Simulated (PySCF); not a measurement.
# C5H5F: the cost of one run

Computed with PySCF 2.14.0, with density-fitted response routines of our own, on a single molecule in the gas phase. Atoms are numbered from 0 throughout.

## (1) The starting structure

11 atoms, charge 0, multiplicity 1; geometry from: PBE0-D3(BJ)/def2-SVP.

Bonds of the start (Å): C0–C1 1.21, C1–C2 1.42, C2–F3 1.34, C2–C4 1.34, C4–C5 1.49, C0–H6 1.07, C4–H7 1.09, C5–H8 1.10, C5–H9 1.10, C5–H10 1.10.

## (2) Shielding tensors: HF/pcSseg-2

What the job is given:

```
{"job": {"kind": "nmr", "xc": "HF", "basis": "pcSseg-2", "pop": false}, "charge": 0, "multiplicity": 1}
C      3.023628     0.474566     0.205852
C      1.838445     0.317057     0.409383
C      0.446936     0.131880     0.653477
F      0.093785     0.247001     1.942083
C     -0.473330    -0.135407    -0.283361
C     -1.923388    -0.325557    -0.012727
H      4.073387     0.612923     0.022634
H     -0.107943    -0.214219    -1.310426
H     -2.255212    -1.326454    -0.335408
H     -2.150893    -0.212029     1.055026
H     -2.527116     0.403814    -0.577848
```

With the program's defaults for keys left out, this is: GIAO HF/pcSseg-2 NMR shielding, non-relativistic, gas phase.

Command:

```sh
$ OMP_NUM_THREADS=1 python probes_run.py task.json out
```

One launch serves the whole session: the jobs run in the order shown.

**Question.** How long does this first job take on 1 thread of Arm Neoverse N1, shared host, and how much memory does it need?

About 36 s, with a peak of 1.1 GiB.
